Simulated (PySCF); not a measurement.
Species: C2N- anion, C2N (charge -1 and triplet state).
SMILES with atom numbers: `[C-:1][C:2]#[N:3]`

Computed with UKS B3LYP, IGLO-III on C N, non-relativistic, mean-field spin-orbit, GIAO in PySCF. Geometry: PBE0-D3(BJ)/def2-SVP; no solvent, vibrations or thermal averaging. Whether the extra electron is bound in the gas phase wasn't checked; a finite basis holds it in any case. The geometry's basis has no diffuse functions, a weakness for an anion.

(1) Match the computed a_iso(13C) values +48.6, -38.8 MHz with the sites C1; C2.

Answers

(1) 
| site | a_iso (MHz) | ρ(0) (bohr⁻³) | position | distance from C1 (Å) | spin population | largest \|T\| (MHz) |
| --- | --- | --- | --- | --- | --- | --- |
| C1 | +48.6 | +0.0864 | largest spin population | 0.00 | +1.46 | 55.7 |
| C2 | -38.8 | -0.0691 | 1 bond from C1 | 1.36 | -0.32 | 17.1 |

ρ(0) is the spin density at the nucleus and T the dipolar tensor. The largest Mulliken spin populations are on C1 (+1.46), N3 (+0.86) and C2 (-0.32). The positive populations add up to 2.32 and the negative ones to -0.32, together 2S = 2.

Examples of negative spin density at the nucleus (bohr⁻³): C2 (-0.0691).
